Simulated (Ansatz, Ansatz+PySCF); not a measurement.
```xyz
9

C     0.0000   -0.4477   -0.3818
C     0.0000   -0.4693    1.2492
O     0.0000    0.9970   -0.8434
H    -0.9603   -1.0385   -0.7884
H     0.9603   -1.0385   -0.7884
H     0.0000   -1.5841    1.6604
H     0.9608    0.0891    1.6705
H    -0.9608    0.0891    1.6705
H     0.0000    1.0088   -1.8818
```

RHF on singlet C₂H₆O was run in several spherical basis sets with Ansatz (development build ahead of 0.2.0). Caution for RHF: no unrestricted run beside it, a lower state can exist.

Question: Rank the basis sets by the total energy that they give, lowest first, with the distance from the lowest.
A. def2-TZVP
B. 6-31G(d)
C. cc-pVTZ
D. cc-pVDZ
E. def2-SVP

Answer: A (0.00 eV), C (0.10 eV), D (1.33 eV), B (1.95 eV), E (4.79 eV).

Totals follow the description of the cores as much as that of the bonds, so this order isn't one of quality for chemistry.
